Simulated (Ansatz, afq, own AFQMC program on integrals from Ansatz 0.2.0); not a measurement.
# HBrCl, doublet: AFQMC among the cluster methods

```xyz
3

Br    0.0000    0.0000   -1.6303
H     0.0000    0.0000    0.0817
Cl    0.0000    0.0000    1.5487
```

Connectivity, by distances: Br ··· Cl, 1 bridging H.

Basis cc-pVTZ. Only valence electrons are correlated. AFQMC by an in-house program on the Cholesky factors that Ansatz 0.2.0 writes for its CCSD(T) run. ph-AFQMC/CISD is guided by a CISD state made of CCSD amplitudes; releasing the constraint for a short imaginary time cuts its bias at the price of noise, slowly where states lie close. Error bars are statistical, one sigma. No spin–orbit coupling.

Determinant: UHF, the one that the program's search chose, which needn't be the lowest solution. The geometry is a point of a scan.

No full CI on the walks' own integrals is used here; CCSDT(Q) serves as the reference and is uncertain by about the last step of the cluster series.

Cautions: no relativity below Rb; no spin-orbit coupling; inner d shell frozen; unrestricted determinant slightly spin contaminated (⟨S²⟩ 0.80 against 0.75).

* T1 diagnostic: 0.0136
* weight of the determinant in the CISD state: 0.851
* ⟨S²⟩ of the determinant: 0.802
* size of the correlated space: 15 electrons in 72 orbitals

Reference: CCSDT(Q), correlation energy -11.083 eV. The released energy is read at 1.50 1/Eh (meV from the phaseless value at times in 1/Eh: -13 ± 6 at 0.24, -5 ± 5 at 0.51, -15 ± 6 at 0.99, -12 ± 8 at 1.50).

| level | E − E(reference) (meV) | share of correlation (%) |
| --- | --- | --- |
| HF | 11082.6 | 0.00 |
| MP2 | 1532.2 | 86.17 |
| CCSD | 458.1 | 95.87 |
| CCSD(T) | 51.1 | 99.54 |
| CCSDT | 18.4 | 99.83 |
| ph-AFQMC/CISD | 13.1 ± 5.9 | 99.88 |
| released AFQMC | 0.7 ± 8.4 | 99.99 |

A walk keeps the symmetry of its determinant, which the program's search chose and which needn't be the lowest solution, so a lower state of the same spin and another symmetry isn't excluded. Released energies are given only where the last usable release times agree within the noise; a slower fall can still hide under it.
